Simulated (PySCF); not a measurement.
Process, species as SMILES: CCCl + 2 [H][H] (H2) → 2 C (CH4) + Cl (HCl)
B3LYP-D3(BJ)/def2-TZVP geometries, fixed; electronic energies without zero-point terms.

Effect of the atomic grid (radial, angular points) at M06-2X/aug-cc-pV(T+d)Z with PySCF, against the last row, where the energy of full hydrogenation is -34.93 kcal/mol. Cost is core time over that of atom_grid: 30, 110, unpruned, rough, on shared machines of one kind.

```csv
setting,"grid points, largest species",largest shift of a total energy (mEh),shift of the energy of full hydrogenation (kcal/mol),cost
"atom_grid: 30, 110, unpruned",26400,9.366,-0.490,1×
"atom_grid: 50, 194, unpruned",77600,0.428,0.484,2×
"atom_grid: 75, 302, unpruned",181200,-0.035,-0.063,4×
"atom_grid: 99, 590, unpruned",467280,-0.005,-0.006,9×
"atom_grid: 150, 974, unpruned",1168800,0.000,0.000,20×
```

Within 0.1 kcal/mol in the energy of full hydrogenation: atom_grid: 75, 302, unpruned; atom_grid: 99, 590, unpruned. The largest shift is 9.366 mEh in a total energy and 0.490 kcal/mol in the difference.
